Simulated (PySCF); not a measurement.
# Electronic absorption of 1,2-dichloroethane

Species: 1,2-dichloroethane, C2H4Cl2.
Cartesian coordinates in Å at the PBE0-D3(BJ)/def2-SVP level; atoms count from 1:
```
atom  x, y, z in Å
Cl1   -0.2629    1.1472    1.8093
C2     0.1470   -0.2004    0.7129
C3    -0.1470    0.2004   -0.7129
Cl4    0.2629   -1.1472   -1.8093
H5    -0.4500   -1.0732    1.0089
H6     1.2113   -0.4356    0.8457
H7    -1.2113    0.4356   -0.8457
H8     0.4500    1.0732   -1.0089
```

Computed with TDDFT PBE0/def2-SVPD, vertical, gas phase, core orbitals frozen in the response in PySCF.

**Question.** Predict the UV-vis stick spectrum at this level.

**Answer.** 

```csv
state,E (eV),λ (nm),ν̃ (cm⁻¹),f,symmetry,"main configurations (H = HOMO, L = LUMO)"
S1,7.22,171.6,58270,0.037,Bu,H→L (92%)
S2,7.26,170.9,58520,0.0000,–,H-1→L (90%)
S3,7.29,170.2,58770,0.0039,Au,H-2→L (86%)
S4,7.57,163.8,61040,0.0000,–,"H-3→L (70%), H→L+1 (24%)"
S5,7.96,155.8,64170,0.017,Au,"H-1→L+1 (89%), H-2→L (8%)"
S6,7.99,155.1,64460,0.0000,–,"H→L+1 (74%), H-3→L (24%)"
S7,8.02,154.5,64720,0.0000,–,H-2→L+1 (92%)
S8,8.40,147.5,67790,0.109,Bu,H-3→L+1 (86%)
S9,8.82,140.6,71100,0.0000,–,H→L+2 (91%)
S10,8.84,140.3,71260,0.022,Au,H-1→L+2 (84%)
```

Triplets (Tamm–Dancoff): T1 6.54 eV, H→L (85%); T2 6.54 eV, H-1→L (77%), H-2→L+1 (12%); T3 6.61 eV, H-2→L (74%), H-1→L+1 (15%); T4 6.85 eV, H-3→L (64%), H→L+1 (22%), H→L+2 (8%).

The lowest singlet lies at 7.22 eV (172 nm, vacuum ultraviolet) and is of moderate strength; its leading configuration is HOMO→LUMO (92%). The strongest level in the table is S8 at 8.40 eV (148 nm, f = 0.109). Löwdin shares by element: HOMO chlorine 79%, carbon 18%; LUMO chlorine 66%, carbon 29%. The listed states span 1.61 eV, and the widest gap between neighbours is 0.41 eV (S8 to S9). The oscillator strengths of these states sum to 0.189; summed over the whole spectrum of an exact calculation they would give the number of electrons, 50 (Thomas–Reiche–Kuhn). Of the 10 states listed, 4 reach f = 0.01 and 5 stay under 0.0005. The vertical ionisation energy (ΔSCF) is 10.95 eV, 2.11 eV above S10. Symmetry labels in C2h follow from the direction of the transition dipole and are given only for states with f of 0.002 or more. Only the lowest 10 singlets were computed, as vertical energies without vibronic structure.

One conformer stands for the species.
